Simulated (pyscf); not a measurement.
Homolytic dissociation enthalpies at 298 K of Al–Cl, Br–Ga, Cl–Ga, Cl–In, F–Ga bonds in 8 gas-phase molecules, in kJ/mol. PySCF, gas phase, ωB97X-D3(BJ)/def2-SVP geometries. Correlated levels are frozen-core, on RHF or UHF. ΔMP2 is the change of the MP2 total energy from the triple- to the quadruple-zeta basis. Both columns use the same structures and thermal terms. Rows were drawn at random from the closed-shell molecules with such a bond whose radicals are computed, keep their shape and have no isomer in the data more than 5 kcal/mol lower.

| row | molecule | radicals | PBE/def2-TZVP | CCSD(T)/def2-TZVPP + ΔMP2(QZVPP) |
|---|---|---|---|---|
| 1 | F–Ga(SH)–Cl | F• + [HS–Ga–Cl]• | 519.2 | 529.8 |
| 2 | Cl–Ga(Cl)–Cl | Cl• + [Cl–Ga–Cl]• | 398.3 | 418.1 |
| 3 | H₂N–Ga(F)–Cl | [H₂N–Ga–Cl]• + F• | 535.0 | 544.1 |
| 4 | HS–Ga(Cl)–Cl | [HS–Ga–Cl]• + Cl• | 404.3 | 422.8 |
| 5 | HO–Al(F)–Cl | [HO–Al–F]• + Cl• | 478.1 | ? |
| 6 | HO–In(OH)–Cl | [HO–In–OH]• + Cl• | 360.2 | 376.6 |
| 7 | HO–Ga(OH)–Br | [HO–Ga–OH]• + Br• | 373.2 | 397.0 |
| 8 | HO–Ga(OH)–Cl | [HO–Ga–OH]• + Cl• | 417.5 | 435.6 |

Q: Fit a line that carries the PBE values to the last column and predict row 5.

A: In the 7 complete rows the last column lies 9.1 to 23.8 kJ/mol from PBE (mean 16.6, median 18.1). Least squares gives y = 46.7 + 0.93·x with residuals of 2.3 kJ/mol (root mean square). For row 5: 46.7 + 0.93 × 478.1 = 491.3 kJ/mol. The computed value is 493.6 kJ/mol, 2.3 over the line. The CCSD(T) − MP2 part came from Ansatz, without density fitting, on the same reference. The frozen core leaves the outer d or s,p core shells of the metals and heavy elements correlated in the MP2 and CC values, and def2-TZVPP describes them poorly, which can shift differences by a few kcal/mol. Left out: the spin-orbit lowering of Br, Cl, F, which is large for Br, Se, Te and I. Elements up to Kr have no core potential and no relativistic terms here. Elements past Kr carry the def2 core potentials, without spin-orbit coupling.
